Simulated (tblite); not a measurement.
C₅H₈O (charge -1 and doublet state).
Numbering: `[CH3:1][O:2][C:3]1([CH3:4])[CH:5][CH-:6]1` (hydrogens: H7, H8, H9 on C1; H10, H11, H12 on C4; H13 on C5; H14 on C6)

Computed with GFN2-xTB (tblite), gas phase: L-BFGS steps from a force-field or distance-geometry start until the largest atomic force falls under 0.01 eV/Å.

Step 18: E = -512.9027 eV
```
atom  x, y, z in Å  |  force x, y, z in eV/Å
C1      1.9597   -0.1909   -0.0756    0.064  -0.069   0.032
O2      0.9040   -0.1286   -0.9702    0.071   0.016   0.051
C3     -0.3827    0.2214   -0.3674   -0.092  -0.193  -0.115
C4     -0.8681   -0.9338    0.5272   -0.012  -0.005   0.017
C5     -0.6825    1.6420   -0.0725   -0.142   0.040   0.020
C6     -1.2736    1.0252   -1.2248   -0.225   0.084   0.100
H7      2.0379    0.6920    0.5845   -0.136  -0.042  -0.175
H8      1.8882   -1.0881    0.5711    0.124   0.085   0.038
H9      2.8732   -0.2702   -0.6754    0.083   0.006   0.089
H10    -0.8869   -0.6388    1.5823    0.058   0.003   0.019
H11    -1.8810   -1.2597    0.2717    0.030   0.085  -0.105
H12    -0.2022   -1.7906    0.4207   -0.070  -0.102   0.028
H13    -1.1667    1.9600    0.8719    0.059   0.005  -0.109
H14    -2.3201    0.7596   -1.4655    0.188   0.087   0.108
```

Step 19: E = -512.9108 eV
```
atom  x, y, z in Å  |  force x, y, z in eV/Å
C1      1.9495   -0.1875   -0.0758    0.081  -0.038   0.017
O2      0.8996   -0.1508   -0.9773    0.000  -0.001   0.098
C3     -0.3861    0.2101   -0.3762   -0.088  -0.084  -0.044
C4     -0.8714   -0.9392    0.5275    0.005  -0.041   0.018
C5     -0.6643    1.6376   -0.0727   -0.114  -0.017   0.014
C6     -1.2664    1.0351   -1.2247   -0.152  -0.001   0.075
H7      2.0067    0.7053    0.5686   -0.133   0.014  -0.120
H8      1.8939   -1.0737    0.5857    0.086   0.047   0.026
H9      2.8662   -0.2548   -0.6670    0.162  -0.019   0.041
H10    -0.8744   -0.6563    1.5861    0.030   0.090   0.004
H11    -1.8851   -1.2692    0.2847   -0.012   0.110  -0.120
H12    -0.2094   -1.7969    0.4193   -0.019  -0.153  -0.027
H13    -1.1488    1.9568    0.8700    0.063   0.010  -0.072
H14    -2.3108    0.7830   -1.4703    0.090   0.083   0.090
```

Step 20: E = -512.9165 eV
```
atom  x, y, z in Å  |  force x, y, z in eV/Å
C1      1.9432   -0.1849   -0.0753    0.068   0.002  -0.011
O2      0.8960   -0.1681   -0.9806   -0.039  -0.029   0.086
C3     -0.3917    0.1997   -0.3837   -0.038   0.018   0.040
C4     -0.8740   -0.9453    0.5281    0.020  -0.060   0.004
C5     -0.6530    1.6326   -0.0727   -0.041  -0.067   0.011
C6     -1.2641    1.0427   -1.2230   -0.032  -0.073   0.025
H7      1.9805    0.7163    0.5549   -0.112   0.058  -0.066
H8      1.9001   -1.0617    0.5976    0.059   0.012   0.026
H9      2.8640   -0.2431   -0.6598    0.177  -0.028   0.016
H10    -0.8636   -0.6672    1.5886    0.006   0.125  -0.022
H11    -1.8889   -1.2760    0.2937   -0.037   0.118  -0.110
H12    -0.2149   -1.8051    0.4172   -0.010  -0.155  -0.054
H13    -1.1307    1.9558    0.8692    0.035   0.021  -0.008
H14    -2.3035    0.8039   -1.4762   -0.057   0.057   0.064
```

Step 21: E = -512.9211 eV
```
atom  x, y, z in Å  |  force x, y, z in eV/Å
C1      1.9393   -0.1823   -0.0749    0.043   0.036  -0.031
O2      0.8920   -0.1834   -0.9814   -0.031  -0.056   0.048
C3     -0.3976    0.1906   -0.3885    0.023   0.070   0.098
C4     -0.8760   -0.9523    0.5290    0.021  -0.059  -0.012
C5     -0.6445    1.6270   -0.0726    0.029  -0.091   0.011
C6     -1.2628    1.0472   -1.2213    0.063  -0.117  -0.018
H7      1.9566    0.7270    0.5426   -0.077   0.073  -0.031
H8      1.9059   -1.0512    0.6079    0.044  -0.002   0.025
H9      2.8651   -0.2336   -0.6536    0.140  -0.023   0.012
H10    -0.8544   -0.6732    1.5899   -0.012   0.117  -0.052
H11    -1.8930   -1.2801    0.3000   -0.041   0.114  -0.086
H12    -0.2192   -1.8147    0.4135   -0.030  -0.122  -0.056
H13    -1.1134    1.9555    0.8689    0.002   0.031   0.049
H14    -2.2988    0.8231   -1.4816   -0.172   0.028   0.044
```

Task: Estimate the geometry and energy of step 22. (The exact step hangs on the optimiser's Hessian estimate; all steps are aligned on step 21, rigid shifts and turns removed.)

Result: E = -512.9263 eV, largest force 0.240 eV/Å
```
atom  x, y, z in Å  |  force x, y, z in eV/Å
C1      1.9357   -0.1786   -0.0751    0.016   0.062  -0.031
O2      0.8872   -0.2022   -0.9812    0.010  -0.080  -0.002
C3     -0.4030    0.1806   -0.3916    0.086   0.076   0.123
C4     -0.8778   -0.9613    0.5299    0.011  -0.041  -0.027
C5     -0.6338    1.6194   -0.0721    0.080  -0.092   0.009
C6     -1.2600    1.0498   -1.2197    0.120  -0.141  -0.048
H7      1.9271    0.7406    0.5274   -0.024   0.063  -0.007
H8      1.9132   -1.0389    0.6198    0.032   0.008   0.013
H9      2.8689   -0.2231   -0.6463    0.060  -0.006   0.018
H10    -0.8446   -0.6778    1.5905   -0.029   0.080  -0.084
H11    -1.8982   -1.2816    0.3051   -0.036   0.100  -0.051
H12    -0.2248   -1.8280    0.4078   -0.066  -0.065  -0.043
H13    -1.0945    1.9551    0.8686   -0.023   0.038   0.095
H14    -2.2959    0.8456   -1.4852   -0.237  -0.004   0.035
```

The energy changes by -0.0053 eV. The first-order estimate −F·Δx gives -0.0071 eV and the mean of the old and new forces, exact on a quadratic surface, -0.0053 eV. The step makes an angle of 75° with the force vector and moves no atom by more than 0.036 Å.

What follows is the cost of the whole relaxation. Time: 0.62 s of wall time. Hardware: an Arm Neoverse V1 with one thread, no GPU, shared host.
